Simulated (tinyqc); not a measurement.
Inside a calculation (part 2 of 3). Method: CCSD on RHF in the sto-6g basis, for BH3, spin multiplicity 1. Computed by tinyqc, a small Python program that keeps every step (integrals from PySCF). Command: `OMP_NUM_THREADS=1 python tinyqc.py 21672 21673 out.jsonl` (the two numbers bound the seeds that draw the settings). One thread of a shared host (Intel(R) Xeon(R) Processor @ 2.60GHz), about 0.4 s of CPU time with the checks.

Geometry (angstrom):
```
atom          x          y         z
B      0.000000   0.000000  0.025000
H      1.322000   0.000000  0.000000
H     -0.661000   1.145000  0.000000
H     -0.661000  -1.145000  0.000000
```

## Iteration 7 (converged): orbitals

converged F (hartree):
```
            1B 1s      1B 2s     1B 2px     1B 2py     1B 2pz      2H 1s      3H 1s      4H 1s
1B 1s   -7.531792  -2.112535  -0.000001   0.000000  -0.000436  -0.414713  -0.414620  -0.414620
1B 2s   -2.112535  -1.012441  -0.000022   0.000000   0.004625  -0.480419  -0.480362  -0.480362
1B 2px  -0.000001  -0.000022  -0.141021   0.000000   0.000001  -0.370050   0.185002   0.185002
1B 2py   0.000000   0.000000   0.000000  -0.141009   0.000000   0.000000  -0.320459   0.320459
1B 2pz  -0.000436   0.004625   0.000001   0.000000   0.238701   0.005047   0.005046   0.005046
2H 1s   -0.414713  -0.480419  -0.370050   0.000000   0.005047  -0.330723  -0.102482  -0.102482
3H 1s   -0.414620  -0.480362   0.185002  -0.320459   0.005046  -0.102482  -0.330672  -0.102453
4H 1s   -0.414620  -0.480362   0.185002   0.320459   0.005046  -0.102482  -0.102453  -0.330672
```

X:
```
                1          2          3          4          5          6          7          8
1B 1s   -0.370982   0.000153   0.000000   0.949494   0.115707  -0.000038   0.000000   0.202433
1B 2s    1.304392  -0.000406   0.000000  -0.027117   0.014725  -0.000070   0.000000   0.485260
1B 2px   0.000427   1.051469   0.000000  -0.000007   0.000000   0.596051   0.000000   0.000065
1B 2py   0.000000   0.000000   1.051461   0.000000   0.000000   0.000000   0.596041   0.000000
1B 2pz  -0.023539   0.000006   0.000000  -0.125671   0.991922   0.000001   0.000000  -0.008597
2H 1s   -0.630638  -0.919646   0.000000  -0.203413  -0.024890   0.454193   0.000000   0.295202
3H 1s   -0.630090   0.460113  -0.796577  -0.203446  -0.024894  -0.227153   0.393379   0.295122
4H 1s   -0.630090   0.460113   0.796577  -0.203446  -0.024894  -0.227153  -0.393379   0.295122
```

Diagonalise F' = X^T F X, C = X C', fill 4 alpha and 4 beta electrons from the bottom; D = 2 C_occ C_occ^T. Each column has its largest component positive (the first on a tie).

F' = X^T F X (hartree):
```
           1          2         3          4          5          6          7          8
1   0.435175   0.000140  0.000000   0.854709   0.101861  -0.000002   0.000000   0.226978
2   0.000140   0.628121  0.000000  -0.000452  -0.000055   0.093867   0.000000  -0.000128
3   0.000000   0.000000  0.628106   0.000000   0.000000   0.000000   0.093861   0.000000
4   0.854709  -0.000452  0.000000  -6.279314  -0.829381   0.000373   0.000000  -2.443750
5   0.101861  -0.000055  0.000000  -0.829381   0.133119   0.000048   0.000000  -0.317289
6  -0.000002   0.093867  0.000000   0.000373   0.000048  -0.421285   0.000000   0.000164
7   0.000000   0.000000  0.093861   0.000000   0.000000   0.000000  -0.421281   0.000000
8   0.226978  -0.000128  0.000000  -2.443750  -0.317289   0.000164   0.000000  -1.663632
```

orbital energies (hartree): MO1 -7.534086, MO2 -0.626006, MO3 -0.429615, MO4 -0.429610, MO5 0.238571, MO6 0.546869, MO7 0.636436, MO8 0.636451

coefficients C:
```
              MO1        MO2        MO3        MO4        MO5        MO6        MO7        MO8
1B 1s    0.994525  -0.215195   0.000017   0.000000  -0.008661  -0.240974   0.000000  -0.000143
1B 2s    0.022201   0.598393  -0.000068   0.000000   0.039563   1.256080   0.000000   0.000798
1B 2px   0.000001   0.000041   0.500772   0.000000  -0.000001  -0.000596   0.000000   1.100041
1B 2py   0.000000   0.000000   0.000000   0.500768   0.000000   0.000000   1.100030   0.000000
1B 2pz  -0.000039  -0.003138   0.000000   0.000000   0.999218  -0.043401   0.000000  -0.000025
2H 1s   -0.003652   0.279904   0.533735   0.000000  -0.015002  -0.668700   0.000000  -0.876508
3H 1s   -0.003652   0.279842  -0.266909   0.462250  -0.015005  -0.669418  -0.758688   0.437621
4H 1s   -0.003652   0.279842  -0.266909  -0.462250  -0.015005  -0.669418   0.758688   0.437621
```

D after iteration 7:
```
            1B 1s      1B 2s     1B 2px     1B 2py     1B 2pz      2H 1s      3H 1s      4H 1s
1B 1s    2.070779  -0.213384   0.000001   0.000000   0.001273  -0.127715  -0.127714  -0.127714
1B 2s   -0.213384   0.717134  -0.000020   0.000000  -0.003757   0.334751   0.334785   0.334785
1B 2px   0.000001  -0.000020   0.501545   0.000000  -0.000001   0.534582  -0.267298  -0.267298
1B 2py   0.000000   0.000000   0.000000   0.501537   0.000000   0.000000   0.462960  -0.462960
1B 2pz   0.001273  -0.003757  -0.000001   0.000000   0.000020  -0.001757  -0.001756  -0.001756
2H 1s   -0.127715   0.334751   0.534582   0.000000  -0.001757   0.726466  -0.128232  -0.128232
3H 1s   -0.127714   0.334785  -0.267298   0.462960  -0.001756  -0.128232   0.726481  -0.128221
4H 1s   -0.127714   0.334785  -0.267298  -0.462960  -0.001756  -0.128232  -0.128221   0.726481
```

Within a degenerate level the vectors are fixed only up to a rotation; this is one choice.

## Convergence

Stop when the energy changes by less than 1e-10 hartree and every element of the error matrix X^T (F D S - S D F) X is below 3e-06.

Course of the cycle:
```
iteration   E (hartree)     change  largest element of the error matrix
1          -23.99679230          -                             8.53e-01
2          -26.24656303  -2.25e+00                             2.22e-01
3          -26.28596780  -3.94e-02                             2.31e-02
4          -26.28625630  -2.88e-04                             1.26e-03
5          -26.28625773  -1.42e-06                             1.88e-04
6          -26.28625777  -4.62e-08                             6.80e-06
7          -26.28625777  -3.06e-11                             1.86e-06
```

PySCF RHF in the same basis = -26.28625777 hartree

Converged in 7 iterations.

## Integrals over molecular orbitals

core Hamiltonian H = T + V (hartree):
```
             1B 1s      1B 2s     1B 2px     1B 2py     1B 2pz      2H 1s      3H 1s      4H 1s
1B 1s   -13.645059  -3.396092  -0.000004   0.000000   0.000897  -0.662095  -0.661946  -0.661946
1B 2s    -3.396092  -4.550751  -0.000026   0.000000   0.007874  -1.659184  -1.658947  -1.658947
1B 2px   -0.000004  -0.000026  -3.849770   0.000000   0.000001  -1.573745   0.786723   0.786723
1B 2py    0.000000   0.000000   0.000000  -3.849770   0.000000   0.000000  -1.362790   1.362790
1B 2pz    0.000897   0.007874   0.000001   0.000000  -3.700639   0.031105   0.031100   0.031100
2H 1s    -0.662095  -1.659184  -1.573745   0.000000   0.031105  -2.917533  -0.307736  -0.307736
3H 1s    -0.661946  -1.658947   0.786723  -1.362790   0.031100  -0.307736  -2.917374  -0.307648
4H 1s    -0.661946  -1.658947   0.786723   1.362790   0.031100  -0.307736  -0.307648  -2.917374
```

Given earlier and not repeated: Two-electron integrals (ij|kl) in chemists' order.

(pq|rs) = sum C_ip C_jq C_kr C_ls (ij|kl), one index at a time.

one-electron integrals over orbitals h = C^T H C (hartree):
```
            1          2          3          4          5          6          7          8
1  -13.633180   0.291432  -0.000025   0.000000   0.012803   0.309751   0.000000   0.000181
2    0.291432  -3.644881  -0.000023   0.000000  -0.011958  -0.645845   0.000000  -0.000432
3   -0.000025  -0.000023  -3.342560   0.000000   0.000004   0.000444   0.000000  -0.640572
4    0.000000   0.000000   0.000000  -3.342504   0.000000   0.000000  -0.640611   0.000000
5    0.012803  -0.011958   0.000004   0.000000  -3.699855   0.022973   0.000000   0.000012
6    0.309751  -0.645845   0.000444   0.000000   0.022973  -2.938383   0.000000   0.000100
7    0.000000   0.000000   0.000000  -0.640611   0.000000   0.000000  -3.113406   0.000000
8    0.000181  -0.000432  -0.640572   0.000000   0.000012   0.000100   0.000000  -3.113400
```

Two-electron integrals over orbitals (pq|rs), unique and non-zero (hartree):
```
(11|11) 2.900008    (21|11) -0.248542   (21|21) 0.033980    (22|11) 0.589798
(22|21) -0.008274   (22|22) 0.428200    (31|11) 0.000020    (31|21) -2.14e-06
(31|22) 2.98e-06    (31|31) 0.006960    (32|11) 3.44e-07    (32|21) 1.50e-06
(32|22) 0.000024    (32|31) 0.011348    (32|32) 0.116524    (33|11) 0.516854
(33|21) -0.002980   (33|22) 0.419536    (33|31) 0.003484    (33|32) 0.064138
(33|33) 0.471377    (41|41) 0.006959    (42|41) 0.011347    (42|42) 0.116503
(43|41) -0.003486   (43|42) -0.064155   (43|43) 0.050116    (44|11) 0.516841
(44|21) -0.002980   (44|22) 0.419507    (44|31) -0.003485   (44|32) -0.064149
(44|33) 0.371194    (44|44) 0.471388    (51|11) -0.010190   (51|21) 0.001317
(51|22) -0.000697   (51|31) -1.39e-07   (51|32) -2.27e-08   (51|33) -0.000333
(51|44) -0.000333   (51|51) 0.022164    (52|11) 0.006287    (52|21) -0.000400
(52|22) -0.000221   (52|31) 1.58e-08    (52|32) -1.16e-07   (52|33) -0.000392
(52|44) -0.000392   (52|51) 0.020801    (52|52) 0.067938    (53|11) -1.27e-06
(53|21) 5.92e-08    (53|22) -4.18e-07   (53|31) 0.000143    (53|32) -0.001246
(53|33) -0.001229   (53|44) 0.001229    (53|51) -1.75e-06   (53|52) -4.02e-06
(53|53) 0.016057    (54|41) 0.000143    (54|42) -0.001246   (54|43) 0.001229
(54|54) 0.016057    (55|11) 0.742915    (55|21) -0.009054   (55|22) 0.453863
(55|31) 6.79e-07    (55|32) 1.15e-06    (55|33) 0.416775    (55|44) 0.416767
(55|51) 0.001303    (55|52) 0.007415    (55|53) -1.15e-06   (55|55) 0.587152
(61|11) -0.282472   (61|21) 0.039555    (61|22) -0.008917   (61|31) -0.000010
(61|32) -0.000010   (61|33) -0.003017   (61|44) -0.003012   (61|51) 0.000751
(61|52) -0.001144   (61|53) -4.09e-08   (61|55) -0.007973   (61|61) 0.046186
(62|11) 0.230798    (62|21) -0.009618   (62|22) 0.047384    (62|31) -3.67e-06
(62|32) -0.000005   (62|33) 0.021952    (62|44) 0.021930    (62|51) -0.001118
(62|52) -0.000057   (62|53) -1.09e-06   (62|55) 0.115259    (62|61) -0.010209
(62|62) 0.074619    (63|11) -0.000144   (63|21) 3.83e-06    (63|22) -0.000043
(63|31) 0.003504    (63|32) -0.044304   (63|33) -0.042820   (63|44) 0.042787
(63|51) 9.67e-08    (63|52) -1.67e-06   (63|53) 0.001421    (63|55) -0.000074
(63|61) 5.24e-08    (63|62) -0.000071   (63|63) 0.062848    (64|41) 0.003501
(64|42) -0.044354   (64|43) 0.042840    (64|54) 0.001423    (64|64) 0.062923
(65|11) -0.005300   (65|21) -0.000158   (65|22) -0.002462   (65|31) -2.91e-07
(65|32) -2.29e-06   (65|33) -0.000979   (65|44) -0.000976   (65|51) 0.022571
(65|52) 0.063289    (65|53) -0.000015   (65|55) -0.000157   (65|61) -0.001007
(65|62) -0.004676   (65|63) 2.51e-06    (65|65) 0.063824    (66|11) 0.606199
(66|21) -0.011666   (66|22) 0.422022    (66|31) -0.000013   (66|32) -0.000120
(66|33) 0.418780    (66|44) 0.418912    (66|51) -0.002246   (66|52) -0.004443
(66|53) 2.15e-06    (66|55) 0.444365    (66|61) -0.012365   (66|62) 0.029805
(66|63) 0.000034    (66|65) -0.005725   (66|66) 0.436770    (71|41) 0.012374
(71|42) 0.017929    (71|43) -0.004916   (71|54) 0.000270    (71|64) 0.006205
(71|71) 0.022143    (72|41) 0.007897    (72|42) -0.000809   (72|43) 0.022803
(72|54) 0.001644    (72|64) 0.046768    (72|71) 0.013317    (72|72) 0.049217
(73|41) 0.002415    (73|42) 0.047382    (73|43) -0.024003   (73|54) -0.000973
(73|64) -0.031766   (73|71) 0.004156    (73|72) -0.010664   (73|73) 0.033664
(74|11) 0.208995    (74|21) -0.004830   (74|22) 0.050409    (74|31) 0.002416
(74|32) 0.047383    (74|33) 0.052451    (74|44) 0.004462    (74|51) -0.000022
(74|52) 0.002815    (74|53) -0.000973   (74|55) 0.104491    (74|61) -0.004732
(74|62) 0.071983    (74|63) -0.031775   (74|65) -0.001639   (74|66) 0.028421
(74|74) 0.107264    (75|41) 0.000490    (75|42) 0.003659    (75|43) -0.001872
(75|54) 0.016144    (75|64) -0.001617   (75|71) 0.000828    (75|72) 0.000422
(75|73) 0.001526    (75|75) 0.020735    (76|41) 0.012126    (76|42) 0.106615
(76|43) -0.058847   (76|54) -0.001620   (76|64) -0.046714   (76|71) 0.019873
(76|72) -0.005342   (76|73) 0.049788    (76|75) 0.003205    (76|76) 0.109955
(77|11) 0.666464    (77|21) -0.008649   (77|22) 0.442747    (77|31) 0.000474
(77|32) -0.030008   (77|33) 0.401979    (77|44) 0.469875    (77|51) -0.000289
(77|52) 0.001365    (77|53) 0.001110    (77|55) 0.468967    (77|61) -0.008541
(77|62) 0.052353    (77|63) 0.037078    (77|65) -0.000985   (77|66) 0.446970
(77|74) 0.047535    (77|77) 0.511682    (81|11) -0.000169   (81|21) 0.000025
(81|22) -1.62e-06   (81|31) 0.012375    (81|32) 0.017930    (81|33) 0.004910
(81|44) -0.004916   (81|51) 4.65e-07    (81|52) -6.37e-07   (81|53) 0.000270
(81|55) -4.57e-06   (81|61) 0.000015    (81|62) -0.000013   (81|63) 0.006210
(81|65) -1.05e-06   (81|66) -0.000030   (81|74) 0.004155    (81|77) 0.001495
(81|81) 0.022143    (82|11) 0.000153    (82|21) -0.000005   (82|22) 0.000032
(82|31) 0.007897    (82|32) -0.000823   (82|33) -0.022792   (82|44) 0.022823
(82|51) -6.32e-07   (82|52) 3.87e-07    (82|53) 0.001644    (82|55) 0.000075
(82|61) -0.000014   (82|62) 0.000024    (82|63) 0.046761    (82|65) -2.86e-06
(82|66) 0.000026    (82|74) -0.010619   (82|77) 0.028752    (82|81) 0.013316
(82|82) 0.049220    (83|11) 0.208989    (83|21) -0.004830   (83|22) 0.050387
(83|31) -0.002415   (83|32) -0.047415   (83|33) 0.004445    (83|44) 0.052476
(83|51) -0.000022   (83|52) 0.002815    (83|53) 0.000972    (83|55) 0.104486
(83|61) -0.004727   (83|62) 0.071975    (83|63) 0.031705    (83|65) -0.001637
(83|66) 0.028533    (83|74) 0.042650    (83|77) 0.069706    (83|81) -0.004159
(83|82) 0.010736    (83|83) 0.107299    (84|41) 0.002418    (84|42) 0.047358
(84|43) -0.023977   (84|54) -0.000972   (84|64) -0.031727   (84|71) 0.004162
(84|72) -0.010633   (84|73) 0.030918    (84|75) 0.001525    (84|76) 0.049761
(84|84) 0.033625    (85|11) -2.64e-06   (85|21) -5.53e-08   (85|22) -6.33e-07
(85|31) 0.000490    (85|32) 0.003659    (85|33) 0.001870    (85|44) -0.001872
(85|51) 0.000014    (85|52) 0.000039    (85|53) 0.016144    (85|55) 3.15e-07
(85|61) -1.07e-06   (85|62) -2.94e-06   (85|63) -0.001615   (85|65) 0.000026
(85|66) -0.000007   (85|74) 0.001525    (85|77) -0.000781   (85|81) 0.000828
(85|82) 0.000422    (85|83) -0.001528   (85|85) 0.020735    (86|11) -0.000024
(86|21) -1.00e-06   (86|22) 0.000012    (86|31) 0.012127    (86|32) 0.106589
(86|33) 0.058774    (86|44) -0.058803   (86|51) -1.15e-06   (86|52) -3.31e-06
(86|53) -0.001618   (86|55) -0.000009   (86|61) -0.000014   (86|62) -0.000013
(86|63) -0.046610   (86|65) -4.77e-06   (86|66) -0.000129   (86|74) 0.049757
(86|77) -0.030532   (86|81) 0.019874    (86|82) -0.005318   (86|83) -0.049819
(86|85) 0.003203    (86|86) 0.109882    (87|41) 0.000480    (87|42) -0.029944
(87|43) 0.033922    (87|54) 0.001109    (87|64) 0.037105    (87|71) 0.001512
(87|72) 0.028711    (87|73) -0.011051   (87|75) -0.000779   (87|76) -0.030496
(87|84) -0.011028   (87|87) 0.034264    (88|11) 0.666465    (88|21) -0.008649
(88|22) 0.442758    (88|31) -0.000459   (88|32) 0.030138    (88|33) 0.469945
(88|44) 0.401900    (88|51) -0.000289   (88|52) 0.001365    (88|53) -0.001112
(88|55) 0.468969    (88|61) -0.008540   (88|62) 0.052381    (88|63) -0.037215
(88|65) -0.000986   (88|66) 0.446899    (88|74) 0.069750    (88|77) 0.443049
(88|81) -0.001482   (88|82) -0.028689   (88|83) 0.047454    (88|85) 0.000784
(88|86) 0.030634    (88|88) 0.511757
```

## CCSD: starting amplitudes

t_ij^ab = <ij||ab> / (e_i + e_j - e_a - e_b), whose energy is MP2.

Starting amplitudes (spin orbitals 1a, 1b, ...; amplitudes related by a flip of all spins are not repeated; the 24 largest):
```
from      to          t
3a 3b  8a 8b  -0.050325
4a 4b  7a 7b  -0.050309
2a 2b  5a 5b  -0.039289
4a 4b  6a 6b  -0.032219
3a 3b  6a 6b  -0.032181
2a 4b  6a 7b  -0.032151
2a 3b  6a 8b  -0.032147
2a 2b  6a 6b  -0.031810
2a 4b  6b 7a   0.020889
2a 3b  6b 8a   0.020885
3a 4b  7b 8a   0.020004
2a 2b  8a 8b  -0.019494
2a 2b  7a 7b  -0.019493
3a 3b  7a 7b  -0.015789
4a 4b  8a 8b  -0.015771
3a 4b  6a 7b   0.015557
3a 4b  6b 7a  -0.015552
4a 4b  6a 8b   0.015533
3a 3b  6a 8b  -0.015522
3a 4b  7a 8b  -0.014501
3a 3b  5a 5b  -0.012016
4a 4b  5a 5b  -0.012015
2a 4a  6a 7a  -0.011262
2a 3a  6a 8a  -0.011262
```

correlation energy = -0.04517423 hartree

## CCSD: amplitude update 1

t_i^a D_i^a and t_ij^ab D_ij^ab are set to the remaining terms of the spin-orbital equations, evaluated with the old amplitudes; for the doubles these are <ij||ab> + 1/2 <ab||ef> t_ij^ef + 1/2 <mn||ij> t_mn^ab + P(ij)P(ab) <mb||ej> t_im^ae + terms in t^2 + terms with t1, D the orbital-energy denominators.

Amplitudes after update 1 (spin orbitals 1a, 1b, ...; amplitudes related by a flip of all spins are not repeated; the 24 largest):
```
from      to          t
3a 3b  8a 8b  -0.065815
4a 4b  7a 7b  -0.065794
2a 2b  5a 5b  -0.050576
4a 4b  6a 6b  -0.043684
3a 3b  6a 6b  -0.043629
2a 4b  6a 7b  -0.042158
2a 3b  6a 8b  -0.042151
2a 2b  6a 6b  -0.039023
2a 4b  6b 7a   0.030882
2a 3b  6b 8a   0.030875
3a 4b  7b 8a   0.025662
2a 2b  8a 8b  -0.024471
2a 2b  7a 7b  -0.024469
3a 4b  7a 8b  -0.022122
3a 4b  6a 7b   0.021757
3a 4b  6b 7a  -0.021754
4a 4b  6a 8b   0.021724
3a 3b  6a 8b  -0.021712
3a 3b  7a 7b  -0.017990
4a 4b  8a 8b  -0.017964
2a 4a  6a 7a  -0.011276
2a 3a  6a 8a  -0.011275
3a 3b  5a 5b  -0.010717
4a 4b  5a 5b  -0.010716
```

correlation energy = -0.05933459 hartree

## CCSD: amplitude update 2

As before.

Amplitudes after update 2 (spin orbitals 1a, 1b, ...; amplitudes related by a flip of all spins are not repeated; the 24 largest):
```
from      to          t
3a 3b  8a 8b  -0.071561
4a 4b  7a 7b  -0.071538
2a 2b  5a 5b  -0.054583
4a 4b  6a 6b  -0.048313
3a 3b  6a 6b  -0.048253
2a 4b  6a 7b  -0.045236
2a 3b  6a 8b  -0.045227
2a 2b  6a 6b  -0.041519
2a 4b  6b 7a   0.034882
2a 3b  6b 8a   0.034874
3a 4b  7b 8a   0.027543
2a 2b  8a 8b  -0.026121
2a 2b  7a 7b  -0.026119
3a 4b  7a 8b  -0.025710
3a 4b  6a 7b   0.023935
3a 4b  6b 7a  -0.023933
4a 4b  6a 8b   0.023899
3a 3b  6a 8b  -0.023887
3a 3b  7a 7b  -0.018262
4a 4b  8a 8b  -0.018234
2a 4a  6a 7a  -0.010353
2a 3a  6a 8a  -0.010353
2a 3b  8a 8b  -0.008998
2a 3b  7a 7b   0.008952
```

correlation energy = -0.06425888 hartree
